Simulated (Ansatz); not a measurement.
# CHAlO (triplet): the correlation ladder, cc-pVTZ

One table from this session's results is given with a row withheld; the runs are named, their logs left out.

Method: cc-pVTZ, core rule «outside noble gas», up to 7 orbitals frozen; program: Ansatz 0.2.0, Gaussian basis.

Plan: UHF; CCSD(T) on ROHF; CCSD(T) on UHF; BCCD(T) on ROHF; CCSDT(Q) on ROHF; CCSDT(Q) on UHF.

7 further runs of the same task are left out: 1 for a known fault of the program, 6 set aside as unsound or not needed.

## The system

The geometry is a PBE0/def2-TZVP stationary point (not a proven minimum).

4 atoms, charge 0, spin multiplicity 3.

Atoms are counted from 1 here; the program's logs count them from 0.

Bond lengths: C1–Al2 1.857 Å, C1–H4 1.080 Å, Al2–O3 1.597 Å. Angles: Al2–C1–H4 180.0°, C1–Al2–O3 180.0°.

The first run:

File in.yaml:

```yaml
crystal:
  periodic: [false, false, false]
  atoms:
    - {symbol: C, position_ang: [0.000000, 0.000000, 1.057693]}
    - {symbol: Al, position_ang: [0.000000, 0.000000, -0.799174]}
    - {symbol: O, position_ang: [0.000000, 0.000000, -2.396024]}
    - {symbol: H, position_ang: [0.000000, 0.000000, 2.137505]}
basis:
  gaussian: {orbitals: cc-pVTZ}
magnetization: {spin_polarized: true, initial_magnetization: 2}
hamiltonian: {xc: hf}
output: {orbitals: {seedname: orbitals}}
```

Launch:

```console
ansatz run in.yaml --threads 1 --pin off --events-out ev --progress --plain --max-ram 4096MiB --backend cpu
```

Among the steps run: UHF; CCSD(T) on ROHF; CCSD(T) on UHF; BCCD(T) on ROHF; CCSDT(Q) on ROHF; CCSDT(Q) on UHF.

One of the session's tables, all rows but one given; the rest of the session is left out.

It belongs to the step «Misses and costs». 

| method | from RCCSDT(Q) (kcal/mol) |
| --- | --- |
| ROHF | ? |
| UHF | +285.94 |
| RMP2 | +19.88 |
| UMP2 | +20.12 |
| RCCSD | +14.48 |
| UCCSD | +14.36 |
| RCCSD(T) | +1.23 |
| UCCSD(T) | +1.21 |
| BCCD(T) | +1.11 |
| RCCSDT | +0.62 |
| UCCSDT | +0.59 |
| RCCSDT(Q) | 0 |
| UCCSDT(Q) | -0.72 |

Estimate the missing values for ROHF.

As computed: from RCCSDT(Q) (kcal/mol): +290.72. In the column «from RCCSDT(Q) (kcal/mol)» it is the highest.

With the free atoms at the same levels and basis (separate runs), the atomisation energy is 12.037 eV at RCCSDT(Q), 12.020 eV at RCCSD(T), 12.016 eV at UCCSD(T), 8.127 eV at ROHF.

Caveats from the session: Restricted and unrestricted rows rest on different reference determinants; where their highest levels disagree by more than a few hundredths of an eV, they describe different states and don't form one ladder.
